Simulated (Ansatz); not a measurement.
Process, species as SMILES: FF (F2) → 2 F atom
B3LYP-D3(BJ)/def2-TZVP geometries, fixed; electronic energies without zero-point terms.

The atomisation energy at MP2 with Ansatz (a program for electronic structure), in kcal/mol, split into its Hartree-Fock and correlation parts. Cores are frozen. A restricted Hartree-Fock determinant is unstable towards unrestricted orbitals. Open shells are unrestricted. No added dispersion term, no relativity. Functions are those of the species that has most.

| basis | X | functions | Hartree-Fock | MP2 |
|---|---|---|---|---|
| aug-cc-pVDZ | 2 | 46 | -38.78 | 34.50 |
| aug-cc-pVTZ | 3 | 92 | -35.80 | 41.84 |
| aug-cc-pVQZ | 4 | 160 | -35.91 | 43.27 |
| aug-cc-pV5Z | 5 | 254 | -35.90 | 43.78 |

Worked estimate of the basis-set limit from each neighbouring pair, with Hartree-Fock from the larger set and the correlation part extrapolated as X^-3.
Correlation parts: X = 2: 73.28, X = 3: 77.64, X = 4: 79.18, X = 5: 79.68.
- (2,3): (27·(77.64) - 8·(73.28))/19 = 79.48; with Hartree-Fock -35.80 the estimate is 43.68 kcal/mol.
- (3,4): (64·(79.18) - 27·(77.64))/37 = 80.30; with Hartree-Fock -35.91 the estimate is 44.39 kcal/mol.
- (4,5): (125·(79.68) - 64·(79.18))/61 = 80.20; with Hartree-Fock -35.90 the estimate is 44.30 kcal/mol.
The last two estimates differ by 0.09 kcal/mol; the largest set lies 0.52 from the last. Over the last step Hartree-Fock moves by 0.01 and the correlation part by 0.50.
